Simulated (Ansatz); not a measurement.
C3H5ClO, SMILES `C/C=C(\O)Cl` at its PBE0-D4/def2-TZVP geometry, where that method's forces vanish. The species carries charge 0 and has multiplicity 1.

```xyz
10

C     0.1406    1.0264   -0.9720
C    -0.5943    0.3311    0.1219
C    -0.1517   -0.7651    0.7209
O     0.9900   -1.3996    0.3874
Cl   -1.0356   -1.5311    2.0034
H     0.3014    2.0799   -0.7244
H     1.1111    0.5661   -1.1559
H    -0.4289    1.0010   -1.9065
H    -1.5474    0.7240    0.4501
H     1.2149   -2.0326    1.0752
```

Task: What forces (eV/Å) does B3LYP-D4/def2-TZVPP give on these atoms in Ansatz 0.2.0? (Estimate.)

Result: The calculation gave: 
```
C1   0.094  0.103 -0.151
C2  -0.155  0.006  0.100
C3  -0.137  0.277 -0.135
O4   0.289 -0.172 -0.052
Cl5 -0.202 -0.183  0.299
H6   0.000 -0.038 -0.024
H7  -0.050  0.038 -0.004
H8   0.033  0.011  0.028
H9   0.069 -0.010 -0.038
H10  0.059 -0.032 -0.023
```

B3LYP here is the variant with VWN-RPA as its local correlation; programs differ in this.
